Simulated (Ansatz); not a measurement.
Smallest direct gap on the k points sampled of zinc-blende BAs at several levels of theory

No measured value is used here.

```csv
level (code),value (eV),cell (Å³/atom)
LDA+SOC (Ansatz),3.04,13.63
BLYP (Ansatz),3.37,13.63
revPBE (Ansatz),3.24,14.11
RPBE (Ansatz),3.28,13.63
r²SCAN+SOC (Ansatz),3.24,13.63
B3LYP (VWN-RPA form) (Ansatz),…,13.63
HSE06+SOC (Ansatz),3.90,13.63
PBE0 (Ansatz),4.77,13.63
r²SCAN0 (Ansatz),…,13.63
Hartree–Fock (Ansatz),9.97,13.63
G0W0@HSE06 (Ansatz),…,13.63
G0W0@PBE (Ansatz),…,13.63
```

Q: Fill in the missing entries.

A: 
- B3LYP (VWN-RPA form) (Ansatz, a quantum-chemistry and plane-wave program), value (eV): 4.57
- r²SCAN0 (Ansatz), value (eV): 4.82
- G0W0@HSE06 (Ansatz), value (eV): 4.49
- G0W0@PBE (Ansatz), value (eV): 4.15

At these levels the smallest gap is indirect and lower: LDA+SOC 1.06, BLYP 1.41, revPBE 1.24, RPBE 1.22, r²SCAN+SOC 1.30, B3LYP (VWN-RPA form) 2.47, HSE06+SOC 1.75, PBE0 2.49, r²SCAN0 2.57, Hartree–Fock 7.25, G0W0@HSE06 2.21, G0W0@PBE 1.95 eV. Computed values are for a static lattice. Levels without +SOC have no spin–orbit coupling; where heavier elements are present it shifts gaps, mostly down, and can invert bands.  G0W0@HSE06: GW on a hybrid start was not checked against another program. Values are at the measured cell; revPBE at the level's own equilibrium cell. Cutoffs and k meshes differ between the levels. Ansatz's density-functional and Hartree–Fock values are scalar-relativistic unless marked +SOC, with PAW data made under PBE.
